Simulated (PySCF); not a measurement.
Stretching CH

Set-up: basis H pcseg-2, C pcseg-2; no relativity; PySCF 2.14. Energies in eV from H + C in their ground configurations at the same level. State: ²Π (doublet), unpaired electrons π ↑.

All columns are r²SCAN. A positive dipole means H(−)C(+).

| R (Å) | E (eV) | μ (D) | Mulliken charge on H (basis-dependent) | HOMO (eV) | LUMO (eV) | Mayer bond order | ⟨S²⟩ |
| --- | --- | --- | --- | --- | --- | --- | --- |
| 0.968 | -3.057 | -1.81 | 0.01 | -6.40 | -4.83 | 0.94 | 0.75 |
| 1.012 | -3.308 | -1.74 | 0.01 | -6.39 | -4.83 | 0.95 | 0.75 |
| 1.058 | -3.454 | -1.67 | 0.01 | -6.39 | -4.83 | 0.95 | 0.75 |
| 1.091 | -3.508 | -1.60 | 0.01 | -6.40 | -4.84 | 0.96 | 0.75 |
| 1.125 | -3.526 | -1.54 | 0.01 | -6.40 | -4.84 | 0.96 | 0.76 |
| 1.159 | -3.512 | -1.47 | 0.01 | -6.41 | -4.85 | 0.97 | 0.76 |
| 1.204 | -3.454 | -1.38 | 0.01 | -6.42 | -4.87 | 0.97 | 0.76 |
| 1.260 | -3.336 | -1.25 | 0.02 | -6.45 | -4.89 | 0.97 | 0.76 |
| 1.327 | -3.145 | -1.10 | 0.02 | -6.48 | -4.92 | 0.97 | 0.76 |
| 1.417 | -2.841 | -0.89 | 0.01 | -6.54 | -4.97 | 0.97 | 0.76 |

A fit through these points gives, at Re = 1.126 Å, μ = -1.54 D and dμ/dR = 1.96 D/Å; the reduced mass is 0.9297 u.

Question: How strong is the fundamental in the double-harmonic approximation, I = 42.26·(dμ/dR)²/μred km/mol?

Answer: I = 42.26·(1.96)²/0.9297 = 175 km/mol at r²SCAN.

The state is the lowest determinant that a PBE0 search found; another state may lie lower at other levels.
